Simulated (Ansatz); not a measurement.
```yaml
crystal:
  periodic: [false, false, false]
  atoms:
    - {symbol: B, position_ang: [0.000000, 0.000000, 0.000000]}
    - {symbol: O, position_ang: [0.000000, 0.000000, -1.239955]}
    - {symbol: O, position_ang: [0.000000, 0.000000, 1.239955]}
basis:
  gaussian: {orbitals: def2-TZVP}
magnetization: {spin_polarized: true, initial_magnetization: 1}
hamiltonian: {xc: pbe0}
relax: {f_tol: 0.004, max_steps: 80}
```

```sh
$ ansatz run in.yaml --threads 1 --pin off --events-out ev --progress --plain --max-ram 2176MiB
```

Steps of the relaxation (energy above the last step; positions in Å, forces in eV/Å):

```
3
step 1, 28.4 meV
B     0.000    0.000    0.000    0.000    0.000    0.000
O     0.000    0.000   -1.240    0.000    0.000   -1.477
O     0.000    0.000    1.240    0.000    0.000    1.477
```

```
3
step 2, 1.3 meV
B     0.000    0.000    0.000    0.000    0.000    0.000
O     0.000    0.000   -1.255    0.000    0.000   -0.308
O     0.000    0.000    1.255    0.000    0.000    0.308
```

```
3
step 3, 0.0 meV
B     0.000    0.000    0.000    0.000    0.000    0.000
O     0.000    0.000   -1.259    0.000    0.000   -0.012
O     0.000    0.000    1.259    0.000    0.000    0.012
```

```
3
step 4, 0.0 meV
B     0.000    0.000    0.000    0.000    0.000    0.000
O     0.000    0.000   -1.260    0.000    0.000    0.000
O     0.000    0.000    1.260    0.000    0.000    0.000
```

Close pairs at the end: B1–O2 1.260 Å, B1–O3 1.260 Å.

A stationary point of unrestricted PBE0 after 4 steps, with ⟨S²⟩ = 0.781 against 0.75 for a pure state; no frequencies were run, so it isn't proven a minimum. 12 s on 1 thread of Intel Xeon Platinum 8488C, shared host.
